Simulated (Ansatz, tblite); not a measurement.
**The cluster Ag2Au2: a ladder of methods and basis sets**

One table from this session's results is given with a row withheld; the runs are named, their logs left out.

Program: Ansatz 0.2.0, Gaussian basis. Level of theory: as each input shows. These are calculated values, not measurements.

The runs, in order: GFN1-xTB, GFN2-xTB, PBE-D4/def2-TZVP, r2SCAN-D4/def2-TZVP, CAM-B3LYP-D4/def2-TZVP, B97M-V/def2-TZVP, ωB97X-V/def2-TZVP, ωB97M-V/def2-TZVP, LC-ωPBE/def2-TZVP, PBE-D4/def2-SVP, PBE0-D4/def2-SVP, PBE0-D4/def2-TZVPD, PBE-D4/def2-TZVPD, r2SCAN-D4/def2-TZVPD, CCSD(T)/def2-SVP, MP2/def2-TZVP, RPA/def2-TZVP.

1 further run of the same task is left out (set aside as unsound or not needed).

## The geometry

The geometry is that of the singlet, from an earlier relaxation (PBE0-D4/def2-SVP). At that level it is the lowest of the isomers that a small search found.

4 atoms, charge 0, spin multiplicity 1.

Bond lengths: Au1–Ag3 2.710 Å, Au1–Ag4 2.710 Å, Au2–Ag3 2.710 Å, Au2–Ag4 2.710 Å, Ag3–Ag4 2.691 Å. Angles: Ag3–Au1–Ag4 59.5°, Ag3–Au2–Ag4 59.5°, Au1–Ag3–Au2 120.5°, Au1–Ag3–Ag4 60.2°, Au2–Ag3–Ag4 60.2°, Au1–Ag4–Au2 120.5°, Au1–Ag4–Ag3 60.2°, Au2–Ag4–Ag3 60.2°.

Ag, Au take a core potential in the def2 sets. No spin-orbit coupling is included.

PBE0-D4/def2-TZVP was run before; its log isn't repeated, and its numbers join the tables.

The first run:

Tight binding, by tblite at 300 K electronic temperature and without a spin-polarisation term:

```python
tblite.interface.Calculator('GFN1-xTB', numbers, positions, charge=0, uhf=0).singlepoint()
```

Tight binding, by tblite at 300 K electronic temperature and without a spin-polarisation term:

```python
tblite.interface.Calculator('GFN2-xTB', numbers, positions, charge=0, uhf=0).singlepoint()
```

start.molden holds the orbitals of an earlier run on this state, given as this run's starting guess.

File in.yaml:

```yaml
crystal:
  periodic: [false, false, false]
  atoms:
    - {symbol: Au, position_ang: [-1.058721, -1.724681, -1.199495]}
    - {symbol: Au, position_ang: [1.060020, 1.724148, 1.199122]}
    - {symbol: Ag, position_ang: [0.030042, 0.755563, -1.113020]}
    - {symbol: Ag, position_ang: [-0.031341, -0.755030, 1.113404]}
basis:
  gaussian: {orbitals: def2-TZVP, initial_orbitals: start.molden}
hamiltonian: {xc: pbe, dispersion: d4}
scf: {omitted_lower_state_checks: [starts]}
output: {forces: true, orbitals: {seedname: orbitals}}
```

Started as:

```console
ansatz run in.yaml --threads 4 --pin off --events-out ev --progress --plain --max-ram 3916MiB
```

Steps of the session up to this table: PBE-D4/def2-TZVP; r2SCAN-D4/def2-TZVP; CAM-B3LYP-D4/def2-TZVP; B97M-V/def2-TZVP; ωB97X-V/def2-TZVP; ωB97M-V/def2-TZVP; LC-ωPBE/def2-TZVP; PBE-D4/def2-SVP; PBE0-D4/def2-SVP; PBE0-D4/def2-TZVPD; PBE-D4/def2-TZVPD; r2SCAN-D4/def2-TZVPD; CCSD(T)/def2-SVP; MP2/def2-TZVP; RPA/def2-TZVP.

One table of the session follows, with a row left open; its other results are not shown here.

| level | HOMO (eV) | LUMO (eV) | gap (eV) |
| --- | --- | --- | --- |
| PBE-D4/def2-SVP | -5.50 | -3.67 | 1.84 |
| PBE-D4/def2-TZVP | -5.51 | -3.71 | 1.80 |
| PBE-D4/def2-TZVPD | -5.51 | -3.72 | 1.79 |
| r2SCAN-D4/def2-TZVP | -5.55 | -3.48 | 2.07 |
| r2SCAN-D4/def2-TZVPD | -5.55 | -3.50 | 2.05 |
| B97M-V/def2-TZVP | -5.31 | -3.66 | 1.65 |
| PBE0-D4/def2-SVP | -5.98 | -2.83 | 3.15 |
| PBE0-D4/def2-TZVP | ? | ? | ? |
| PBE0-D4/def2-TZVPD | -5.97 | -2.86 | 3.11 |
| CAM-B3LYP-D4/def2-TZVP | -6.91 | -2.08 | 4.83 |
| LC-ωPBE/def2-TZVP | -7.63 | -0.86 | 6.77 |
| ωB97X-V/def2-TZVP | -7.51 | -1.03 | 6.48 |
| ωB97M-V/def2-TZVP | -7.49 | -1.21 | 6.28 |

Q: Estimate the row for PBE0-D4/def2-TZVP from the others.

The run gave: HOMO (eV): -5.97; LUMO (eV): -2.85; gap (eV): 3.12.
